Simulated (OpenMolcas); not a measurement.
# CH2ClF (chlorofluoromethane): SVWN5/ANO-L-VTZP

Aim: the vertical ionisation energy of CH2ClF (chlorofluoromethane) at SVWN5/ANO-L-VTZP, from 2 runs. 

The calculation is run with OpenMolcas 26.06.

## (1) Starting point

The species is CH2ClF (5 atoms), meant as a singlet with charge 0. As SMILES, `FCCl`. The coordinates come from a GFN2-xTB relaxation.

Bond lengths: F1–C2 1.350 Å, C2–Cl3 1.778 Å, C2–H4 1.094 Å, C2–H5 1.093 Å. Angles: F1–C2–Cl3 109.9°, F1–C2–H4 108.3°, F1–C2–H5 108.3°, Cl3–C2–H4 108.8°, Cl3–C2–H5 108.8°, H4–C2–H5 112.8°.

## (2) Energy and forces at SVWN5/ANO-L-VTZP

input.xyz reads:

```xyz
5

F     -0.961430     0.555620     0.759570
C      0.089310     0.086110     0.053530
Cl    -0.435760    -1.243020    -1.003820
H      0.832390    -0.297250     0.758420
H      0.475490     0.898550    -0.567690
```

job.inp reads:

```
* CH2ClF Kohn-Sham DFT
>>> EXPORT MOLCAS_PRINT=2

&GATEWAY
 Coord = input.xyz
 Basis = ANO-L-VTZP
 Group = NoSym

&SEWARD

&SCF
 KSDFT = SVWN5
 PrOrbitals = 1 1

&ALASKA
```

Started as:

```
$ export MOLCAS_MEM=1860
$ pymolcas job.inp > job.log
```

The program printed, shortened:

```text
--- Start Module: gateway ---
[...]
--- Stop Module: gateway /rc=_RC_ALL_IS_WELL_ ---
[...]
      Basis functions          122
[...]
--- Start Module: scf ---
[...]
       Convergence after  14 Iterations
[...]
::    Total KS-DFT energy                            -596.9479720368
[...]
      Total spin, S                                     0.0000000000
[...]
      Total electronic charge=   34.000000
      Total            charge=   -0.000000
[...]
      Dipole Moment (debye):
      Origin of the operator (angstrom)=   -0.4577   -0.4600   -0.2918
                   X=  1.6338E+00               Y=  6.7682E-01               Z=  1.7085E-01           Total=  1.7767E+00
      Quadrupole Moment (debye*angstrom):
[...]
--- Stop Module: scf /rc=_RC_ALL_IS_WELL_ ---
[...]
--- Start Module: alaska ---
[...]
 *              Molecular gradients               *
 **************************************************
  Irreducible representation: a
 ------------------------------------------------------------------------------------------
                              X                       Y                       Z
 ------------------------------------------------------------------------------------------
  F1                3.85204359022850E-03   -8.09421552096623E-04   -1.76823792282832E-03
  C2                6.32925734283152E-03    3.60565534266266E-03    1.25622072634335E-03
  CL3              -3.47444763795179E-03   -5.16210145613982E-03   -3.72020404486761E-03
  H4               -3.95908268032619E-03    3.46446109209375E-03   -3.83230647662547E-04
  H5               -2.74777061490639E-03   -1.09859342651930E-03    4.61545188892254E-03
 ------------------------------------------------------------------------------------------
--- Stop Module: alaska /rc=_RC_ALL_IS_WELL_ ---
[...]
```

Run time: 98 s. Hardware: 1 thread of Arm Neoverse V1, shared host; peak memory 0.79 GiB.

## (3) The doublet cation, same level

input.xyz is that of step 2.

job.inp reads:

```
&GATEWAY
  COORD=input.xyz
  BASIS=ANO-L-VTZP
  GROUP=NoSym

&SEWARD

&SCF
  UHF
  CHARGE=1
  SPIN=2
  KSDFT=SVWN5
  PRORBITALS=1 1

&ALASKA
```

Started as:

```
$ export MOLCAS_MEM=1860
$ pymolcas job.inp > job.log
```

The program printed, shortened:

```text
--- Start Module: gateway ---
[...]
--- Stop Module: gateway /rc=_RC_ALL_IS_WELL_ ---
[...]
      Basis functions          122
[...]
--- Start Module: scf ---
[...]
       Convergence after  20 Iterations
[...]
::    Total KS-DFT energy                            -596.5284255040
[...]
      Total spin, S                                     0.5005074044
[...]
      Total electronic charge=   33.000000
      Total            charge=    1.000000
[...]
      Dipole Moment (debye):
      Origin of the operator (angstrom)=   -0.4577   -0.4600   -0.2918
                   X=  2.6309E+00               Y=  2.6274E-01               Z= -4.6995E-01           Total=  2.6855E+00
      Center of Charge (angstrom)
[...]
--- Stop Module: scf /rc=_RC_ALL_IS_WELL_ ---
[...]
--- Start Module: alaska ---
[...]
 *              Molecular gradients               *
 **************************************************
  Irreducible representation: a
 ------------------------------------------------------------------------------------------
                              X                       Y                       Z
 ------------------------------------------------------------------------------------------
  F1               -2.42733363300562E-02    6.49403691612704E-03    1.23751232482707E-02
  C2                7.09593588368147E-02    1.42795237642996E-02   -6.46753553984825E-03
  CL3              -1.34629022926922E-02   -1.63592318467956E-02   -1.11396349493216E-02
  H4               -1.93891914101387E-02    7.36660056442351E-03   -7.96666956458658E-03
  H5               -1.38339288039451E-02   -1.17809293980740E-02    1.31987168055070E-02
 ------------------------------------------------------------------------------------------
--- Stop Module: alaska /rc=_RC_ALL_IS_WELL_ ---
[...]
```

Wall time 1.9 min (1 thread of Arm Neoverse V1, shared host); peak memory 0.79 GiB.

## (4) Results

Level: SVWN5/ANO-L-VTZP.

| quantity | value |
| --- | --- |
| singlet CH2ClF: total energy | -596.94797 Eh |
| singlet CH2ClF: dipole moment | 1.78 D |
| singlet CH2ClF: HOMO energy | -7.58 eV |
| singlet CH2ClF: LUMO energy | -1.06 eV |
| singlet CH2ClF: HOMO–LUMO gap | 6.52 eV |
| singlet CH2ClF: largest force on an atom | 0.380 eV/Å |
| doublet cation: total energy | -596.52843 Eh |
| doublet cation: HOMO energy (highest over α and β) | -15.83 eV |
| doublet cation: LUMO energy (lowest over α and β) | -15.25 eV |
| doublet cation: ⟨S²⟩ | 0.751 |
| doublet cation: largest force on an atom | 3.737 eV/Å |
| vertical ionisation energy (to the doublet cation) | 11.416 eV |

The vertical ionisation energy comes to 11.42 eV (1102 kJ/mol). The largest force (singlet CH2ClF) is 0.38 eV/Å: the shape isn't a stationary point for this species at this level. −ε(HOMO) before ionisation, 7.58 eV, is 3.84 eV below this ionisation energy. Mulliken charges (singlet CH2ClF) run from -0.43 on C2 to +0.38 on H5; they depend strongly on the basis.
